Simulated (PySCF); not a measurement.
S(OH)₃ (doublet). All numbers come from PySCF, UPBE0, basis S def2-TZVP, O def2-TZVP, H def2-TZVP (no relativity, density fitting).

Harmonic bands of its minimum:

```
ω (cm⁻¹)  IR (km/mol)
     148         11.9
     266          165
     340          138
     397         35.0
     457         51.9
     498         31.0
     537         69.4
     666          397
     835         68.5
     969         37.9
    1034          156
    1249          157
    3756          104
    3802         73.6
    3854         77.1
```

Task: The central atom is S. Infer the point group and assign the bands.

Result: C1. The modes span 15a: 148 a, 266 a, 340 a, 397 a, 457 a, 498 a, 537 a, 666 a, 835 a, 969 a, 1034 a, 1249 a, 3756 a, 3802 a, 3854 a. The computed geometry has O–H 0.963 Å, O–H 0.966 Å, O–H 0.969 Å, S–O 1.625 Å, S–O 1.690 Å, S–O 1.789 Å; H–O–S 105.4°, H–O–S 107.0°, H–O–S 112.4°, O–S–O 84.4°, O–S–O 88.7°, O–S–O 162.8°.

Other isomers or separated fragments may lie lower.
